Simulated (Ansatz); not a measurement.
Species: PH$_{4}$ (charge +1, singlet). SMILES: [PH4+]
Geometry: optimised at B3LYP-D3(BJ)/def2-TZVP (Ansatz, a quantum-chemistry and plane-wave program).

Parts of the frozen-core correlation energy in 6-31G (Ansatz, hartree). Frozen orbitals: 5; correlated occupied orbitals by spin: 4 and 4; virtual: 12 and 12. No spin-orbit coupling. No relativistic terms.

```json
[
 {"term": "reference (HF)", "value": "-342.69678"},
 {"term": "MP2 opposite-spin", "value": "…"},
 {"term": "MP2 same-spin", "value": "…"},
 {"term": "CCSD correlation", "value": "…"},
 {"term": "(T)", "value": "-0.00077"},
 {"term": "FCI minus CCSD(T)", "value": "-0.00025"},
 {"term": "T1 diagnostic", "value": "0.004"},
 {"term": "largest doubles amplitude", "value": "0.051"}
]
```

Question: Some entries are withheld; supply them.

Answer: 
- MP2 opposite-spin, value: -0.06162
- MP2 same-spin, value: -0.00557
- CCSD correlation, value: -0.09103
